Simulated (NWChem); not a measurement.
**AlH5O (Al(H2O)H3): name the method**

AlH5O has 7 atoms, charge 0, and is taken as a singlet. SMILES: `[H][Al]([H])([H])<-[OH2]`. Geometry: a GFN2-xTB relaxation, a rough one for these elements and not checked as a minimum.

```xyz
7

Al    0.0382   -0.0633   -0.8780
O    -0.0249    0.0381    1.0091
H    -0.7347   -0.3195    1.5558
H     0.5880    0.5682    1.5313
H     1.6072   -0.0401   -0.9784
H    -0.7357    1.2458   -1.2695
H    -0.7379   -1.4292   -0.9703
```

Orbital energies are those of the mean-field step.

A calculation with NWChem 7.3.0 gave:

```yaml
total_energy: -316.4528 Eh
dipole_moment: 5.07 D
HOMO_energy: -4.22 eV
LUMO_energy: 6.22 eV
HOMO–LUMO_gap: 10.44 eV
largest_force: 2.958 eV/Å
```

Which of these levels gave the numbers?
A. PBE0/STO-3G
B. MP2/6-31+G* (spherical functions)
C. TPSS/6-311+G**
D. HF/3-21G

A. The others give -320.7118 Eh (TPSS/6-311+G**), -317.9279 Eh (HF/3-21G), -319.9025 Eh (MP2/6-31+G* (spherical functions)).
